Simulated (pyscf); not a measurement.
fluoromethane (H₃C–F) + H atom (H•) -> methyl (CH₃•) + hydrogen fluoride (HF) (atom transfer; doublet surface; C–F broken, F–H formed). Single points on ωB97X-D3(BJ)/def2-SVP structures (PySCF, gas phase). Correlated levels are frozen-core, on RHF or UHF. ΔMP2 is the change of the MP2 total energy from the triple- to the quadruple-zeta basis. Energies in kJ/mol from the separated reactants.

| level | barrier | reaction energy |
|---|---|---|
| B3LYP-D3(BJ)/def2-TZVP | 93.8 | -104.2 |
| PBE0-D3(BJ)/def2-TZVP | ___ | -93.9 |
| M06-2X/def2-TZVP | 132.2 | -92.1 |
| ωB97M-D3(BJ)/def2-TZVP | 123.9 | -97.5 |
| HF/def2-TZVP | 202.5 | -104.7 |
| CCSD(T)/def2-TZVPP | 132.0 | -111.5 |
| CCSD(T)/def2-TZVPP + ΔMP2(QZVPP) | ___ | ___ |

**Question.** Complete the blanks.

**Answer.** 
- PBE0-D3(BJ)/def2-TZVP, barrier: 111.6
- CCSD(T)/def2-TZVPP + ΔMP2(QZVPP), barrier: 128.5
- CCSD(T)/def2-TZVPP + ΔMP2(QZVPP), reaction energy: -112.9

The same reactants have a lower exit, to •H₂C–F + H₂ (barrier +49.6 kJ/mol at ωB97M-D3(BJ), against +123.9 kJ/mol here). This is the saddle that the search found; another between the same sides may lie lower. The angle at the transferred F is 180°. The CCSD(T) − MP2 part came from Ansatz, without density fitting, on the same reference.
